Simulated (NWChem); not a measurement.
# BH3 (SMILES B) at 4 levels

We compute a comparison of 4 runs (HF/def2-SVP, BP86/cc-pVDZ, SVWN5/def2-TZVPPD, CCSD(T)/def2-TZVPPD) of BH3. 

Program for the calculation: NWChem 7.3.0.

## (1) The molecule

BH3 has 4 atoms, charge 0, and is taken as a singlet. SMILES: `B`. The coordinates come from a PBE0-D4/def2-TZVP relaxation.

Bond lengths: B1–H2 1.193 Å, B1–H3 1.193 Å, B1–H4 1.193 Å. Angles: H2–B1–H3 120.0°, H2–B1–H4 120.0°, H3–B1–H4 120.0°.

## (2) Energy and gradient at HF/def2-SVP (run 1)

Contents of sp.xyz:

```xyz
4

B      0.013900    -0.015100    -0.005100
H      0.982200     0.381700     0.568800
H     -0.276200    -1.171800     0.043000
H     -0.664400     0.744900    -0.626900
```

Contents of sp.nw:

```
start sp
memory stack 880 mb heap 220 mb global 1100 mb
geometry units angstroms noautosym nocenter noautoz
  load format xyz sp.xyz
end
basis "ao basis" spherical bse
  * library def2-SVP
end
scf
  thresh 1e-08
  maxiter 80
end
task scf gradient
```

Launch:

```sh
nwchem sp.nw > sp.out
```

What it wrote:

```text
[...]
  functions       =    29
[...]
  wavefunction    = RHF
[...]
         Total SCF energy =    -26.370444560984
      One-electron energy =    -48.944835077326
      Two-electron energy =     15.155551744199
 Nuclear repulsion energy =      7.418838772143
        Time for solution =      0.1s
[...]
                         RHF ENERGY GRADIENTS
    atom               coordinates                        gradient
                 x          y          z           x          y          z
   1 B       0.026267  -0.028535  -0.009638   -0.000000   0.000003  -0.000024
   2 H       1.856089   0.721308   1.074876   -0.001796  -0.000727  -0.001058
   3 H      -0.521942  -2.214381   0.081258    0.000531   0.002138  -0.000084
   4 H      -1.255534   1.407657  -1.184669    0.001265  -0.001414   0.001167
[...]
```

Run time: 0.72 s. Hardware: 1 thread of AMD EPYC 9R45 (Zen 5), shared host; peak memory 0.098 GiB.

## (3) Energy and gradient at BP86/cc-pVDZ (run 2)

Contents of bh3.nw:

```
start bh3
memory stack 880 mb heap 220 mb global 1100 mb

geometry noautosym nocenter noautoz
  B        0.013900      -0.015100      -0.005100
  H        0.982200       0.381700       0.568800
  H       -0.276200      -1.171800       0.043000
  H       -0.664400       0.744900      -0.626900
end

basis spherical bse
  * library cc-pVDZ
end

dft
  xc becke88 perdew86
  grid xfine
  convergence energy 1e-08
  iterations 100
  mulliken
  print low
end

task dft gradient
```

Launch:

```sh
nwchem bh3.nw > bh3.out
```

What it wrote:

```text
[...]
 d= 0,ls=0.0,diis     1    -26.5813816960 -3.40D+01  1.20D-02  6.24D-02     0.3
[...]
 d= 0,ls=0.0,diis     6    -26.5929988620 -9.96D-10  7.09D-08  3.91D-13     1.5
         Total DFT energy =      -26.592998861984
      One electron energy =      -49.052754360430
           Coulomb energy =       20.159349421335
    Exchange-Corr. energy =       -5.118432695032
 Nuclear repulsion energy =        7.418838772143
[...]
      Total Density - Mulliken Population Analysis
     ---------------------------------------------
    Atom       Charge   Shell Charges
 -----------   ------   -------------------------------------------------------
    1 B    5     5.00   2.01  0.63  0.50  1.43  0.42  0.01
    2 H    1     1.00   0.75  0.24  0.01
    3 H    1     1.00   0.75  0.24  0.01
    4 H    1     1.00   0.75  0.24  0.01
[...]
                         DFT ENERGY GRADIENTS
    atom               coordinates                        gradient
                 x          y          z           x          y          z
   1 B       0.026267  -0.028535  -0.009638   -0.000002   0.000005  -0.000021
   2 H       1.856089   0.721308   1.074876   -0.007659  -0.003131  -0.004534
   3 H      -0.521942  -2.214381   0.081258    0.002288   0.009142  -0.000376
   4 H      -1.255534   1.407657  -1.184669    0.005372  -0.006016   0.004931
 Task  times  cpu:        1.8s     wall:        1.8s
 Total times  cpu:        1.8s     wall:        1.8s
```

Run time: 2.3 s. Hardware: 1 thread of AMD EPYC 9R45 (Zen 5), shared host; peak memory 0.12 GiB.

## (4) Energy and forces at SVWN5/def2-TZVPPD (run 3)

Contents of run.py:

```python
from ase import Atoms
from ase.calculators.nwchem import NWChem

system = Atoms(['B', 'H', 'H', 'H'], positions=[
    [0.013900, -0.015100, -0.005100],
    [0.982200, 0.381700, 0.568800],
    [-0.276200, -1.171800, 0.043000],
    [-0.664400, 0.744900, -0.626900],
])

calc = NWChem(
    label='bh3',
    theory='dft',
    memory='2200 mb',
    basis='def2-TZVPPD',
    basispar='spherical bse',
    dft={'xc': 'slater vwn_5', 'mult': '1', 'grid': 'xfine', 'convergence': 'energy 1e-08', 'iterations': '100', 'mulliken': None},
)
system.calc = calc

forces = system.get_forces()
print(f"energy = {system.get_potential_energy():.6f} eV")
print("forces (eV/A):")
for s, f in zip(system.symbols, forces):
    print(f"{s:2s} {f[0]:10.5f} {f[1]:10.5f} {f[2]:10.5f}")
print("dipole (e A):", system.get_dipole_moment().round(4))
```

Launch:

```sh
export ASE_NWCHEM_COMMAND="nwchem PREFIX.nwi > PREFIX.nwo"
python run.py
```

What it wrote:

```text
energy = -714.944556 eV
forces (eV/A):
B     0.00005   -0.00021    0.00108
H     0.14362    0.05852    0.08485
H    -0.04273   -0.17124    0.00694
H    -0.10094    0.11297   -0.09287
dipole (e A): [ 0. -0. -0.]
```

The calculator wrote bh3.nwi:

```
title "bh3"

permanent_dir bh3

scratch_dir bh3

start bh3

geometry units angstrom nocenter noautosym noautoz
  B  1.3899999999999999e-02 -1.5100000000000001e-02 -5.1000000000000004e-03
  H  9.8219999999999996e-01 3.8169999999999998e-01 5.6879999999999997e-01
  H  -2.7620000000000000e-01 -1.1718000000000000e+00 4.2999999999999997e-02
  H  -6.6439999999999999e-01 7.4490000000000001e-01 -6.2690000000000001e-01
end

memory 2200 mb

basis spherical bse noprint
   * library def2-TZVPPD
end

dft
  xc slater vwn_5
  mult 1
  grid xfine
  convergence energy 1e-08
  iterations 100
  mulliken
end

task dft gradient
```

bh3.nwo:

```text
Northwest Computational Chemistry Package (NWChem) 7.3.0
             --------------------------------------------------------

           Job information
           ---------------

    nwchem branch   = 7.3.0
    use scalapack   = T
    input           = bh3.nwi
    prefix          = bh3.
    data base       = bh3/bh3.db
    status          = startup
    nproc           =        1

           Memory information
           ------------------

    heap     =     72089598 doubles =      550.0 Mbytes
    stack    =     72089595 doubles =      550.0 Mbytes
    global   =    144179200 doubles =     1100.0 Mbytes (distinct from heap & stack)
    total    =    288358393 doubles =     2200.0 Mbytes
    verify   = yes
    hardfail = no

           Directory information
           ---------------------

  0 permanent = bh3
  0 scratch   = bh3

                                NWChem Input Module
                                -------------------

                                        bh3
                                        ---

[... 78 lines left out ...]
  convergence criterion.
[... 17 lines left out ...]
          Convergence on gradient requested:  5.00D-04
[... 21 lines left out ...]
          Convergence aids based upon iterative change in
[... 28 lines left out ...]
 1-e energy   =     -48.150528
[... 40 lines left out ...]
         Total DFT energy =      -26.273728032369
[... 2 lines left out ...]
    Exchange-Corr. energy =       -4.752171413012
[... 688 lines left out ...]
          Convergence on energy requested:  1.00D-08
[... 19 lines left out ...]
          Spatial weights used:  Erf1
[... 4 lines left out ...]
          total energy or number of iterations.
[... 18 lines left out ...]
                            NWChem DFT Gradient Module
                            --------------------------

                                        bh3

  charge          =   0.00
  wavefunction    = closed shell

                         DFT ENERGY GRADIENTS

    atom               coordinates                        gradient
                 x          y          z           x          y          z
   1 B       0.026267  -0.028535  -0.009638   -0.000001   0.000004  -0.000021
   2 H       1.856089   0.721308   1.074876   -0.002793  -0.001138  -0.001650
   3 H      -0.521942  -2.214381   0.081258    0.000831   0.003330  -0.000135
   4 H      -1.255534   1.407657  -1.184669    0.001963  -0.002197   0.001806

                 ----------------------------------------
                 |  Time  |  1-e(secs)   |  2-e(secs)   |
                 ----------------------------------------
                 |  CPU   |       0.00   |       0.87   |
                 ----------------------------------------
                 |  WALL  |       0.00   |       0.87   |
                 ----------------------------------------

 Task  times  cpu:        3.9s     wall:        3.9s
 Total times  cpu:        4.0s     wall:        4.0s
```

It took 4.8 s on 1 thread of AMD EPYC 9R45 (Zen 5), shared host; peak memory 0.13 GiB.

## (5) A single-point energy at CCSD(T)/def2-TZVPPD (run 4)

sp.xyz is that of step 2.

Contents of sp.nw:

```
echo
start sp
memory stack 880 mb heap 220 mb global 1100 mb

geometry noautosym nocenter noautoz
 load format xyz sp.xyz
end

basis spherical bse
 B library def2-TZVPPD
 H library def2-TZVPPD
end

scf
 thresh 1e-08
 maxiter 80
end

ccsd
 freeze core 1
 maxiter 60
end

task ccsd(t) energy
```

Launch:

```sh
nwchem sp.nw > sp.out
```

What it wrote:

```text
[...]
  functions       =    88
[...]
  wavefunction    = RHF
[...]
         Total SCF energy =    -26.400655885134
      One-electron energy =    -49.015485611715
      Two-electron energy =     15.195990954439
 Nuclear repulsion energy =      7.418838772143
        Time for solution =      3.2s
[...]
 Total MP2 energy:            -26.514187282695303
[...]
             energy      energy      error      ampl     ampl      Block
                                                time     time      time
[...]
 Total CCSD energy:            -26.536007900486929
[...]
 Total CCSD+T(CCSD) energy:            -26.538593311576399
[...]
 Total CCSD(T) energy:                 -26.538543981629566
[...]
```

Run time: 34 s. Hardware: 1 thread of AMD EPYC 9R45 (Zen 5), shared host; peak memory 0.14 GiB.

## (6) Overview of the runs

```csv
run,level,iteration cap,module,energy (Eh),HOMO energy (eV),LUMO energy (eV),HOMO–LUMO gap (eV),wall time
1,HF/def2-SVP,80,scf,-26.370445,-13.55,1.86,15.42,0.72 s
2,BP86/cc-pVDZ,100,dft,-26.592999,–,–,–,2.3 s
3,SVWN5/def2-TZVPPD,100,dft,-26.273728,-8.48,-3.37,5.10,4.8 s
4,CCSD(T)/def2-TZVPPD,80,ccsd(t),-26.538544,-13.55,1.31,14.85,34 s
```

## (7) Summary of results

| quantity | value |
| --- | --- |
| run 4: total energy | -26.53854 Eh |
| run 4: HOMO energy (Hartree–Fock orbitals) | -13.55 eV |
| run 4: LUMO energy (Hartree–Fock orbitals) | 1.31 eV |
| run 4: HOMO–LUMO gap (Hartree–Fock orbitals) | 14.85 eV |
| run 4: correlation energy (1 core orbital frozen) | -137.9 mEh |
| run 4: (T) correction | -2.54 mEh |

Totals of different functionals can't be ranked against each other. All runs together took 42 s, the longest 34 s.
